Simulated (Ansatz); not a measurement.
System: corundum Cr₂O₃. Method: PBEsol in Ansatz (plane waves, PAW).

Numerical settings: plane-wave cutoff 500 eV, 10×10×10 k mesh, Fermi–Dirac smearing 0.05 eV, magnetic order afm++--, spin-polarised with opposed moments, scalar-relativistic PAW data made under PBE.

Cell (relaxed at this level):

```cif
data_Cr12O18
_chemical_formula_sum 'Cr12 O18'
_space_group_name_H-M_alt 'R-3c :H'
_space_group_IT_number 167
_space_group_name_Hall '-R 3 2"c'
_cell_length_a 4.80357
_cell_length_b 4.80357
_cell_length_c 14.01970
_cell_angle_alpha 90.000
_cell_angle_beta 90.000
_cell_angle_gamma 120.000
loop_
_atom_site_label
_atom_site_type_symbol
_atom_site_symmetry_multiplicity
_atom_site_Wyckoff_symbol
_atom_site_fract_x
_atom_site_fract_y
_atom_site_fract_z
_atom_site_occupancy
Cr1 Cr 12 c 0.00000 0.00000 0.15435 1
O1 O 18 e 0.31009 0.31009 0.25000 1
```
(The calculation used a cell of 10 atoms; values per cell refer to that cell.)

Q: Estimate the magnetic moment (largest site, within a sphere) and band gap that the calculation returns.

A: 
magnetic moment (largest site, within a sphere): 2.13 μB
band gap: 0.73 eV (on the SCF k mesh)

Measured, for comparison: band gap 3.3 ± 0.1 eV (temperature not stated, no zero-point or thermal correction, middle of the range; as tabulated in Medasani et al. (2019), arXiv:1904.04625). Computed (rounded) less measured: band gap -2.57 eV.

Moments are spin moments.

Ansatz is a quantum-chemistry and plane-wave program.
